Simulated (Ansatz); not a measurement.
```json
{"atom": "C", "x (Å)": "0.0000", "y (Å)": "0.0000", "z (Å)": "-1.1214"}
{"atom": "Cl", "x (Å)": "0.0000", "y (Å)": "0.0000", "z (Å)": "0.6560"}
{"atom": "H", "x (Å)": "0.0000", "y (Å)": "1.0293", "z (Å)": "-1.4743"}
{"atom": "H", "x (Å)": "0.8914", "y (Å)": "-0.5147", "z (Å)": "-1.4743"}
{"atom": "H", "x (Å)": "-0.8914", "y (Å)": "-0.5147", "z (Å)": "-1.4743"}
```

Basis set: pcseg-2 (spherical functions). Charge 0, multiplicity 1.

Computed with Ansatz (development build ahead of 0.2.0); free ground-state atoms in the same class of orbitals, no zero-point energy, no relativity. Restricted functionals stand beside restricted open-shell atoms, which can lie above the unrestricted atoms usual in DFT and then raise those values.

The atomization energy of singlet CH₃Cl from measured heats of formation, zero-point and thermal terms removed is 17.106 eV (G2/97 set, Curtiss et al., J. Chem. Phys. 106, 1063 (1997), as shipped with ASE); it holds spin-orbit and other relativistic effects.

Q: How far do r²SCAN (unrestricted), r²SCAN (restricted), PBE0 (restricted) miss it in this basis?

A:

| method | atomization energy (eV) | computed − measured (eV) |
| --- | --- | --- |
| r²SCAN (unrestricted) | 17.158 | 0.052 |
| r²SCAN (restricted) | 17.326 | 0.220 |
| PBE0 (restricted) | 17.250 | 0.144 |
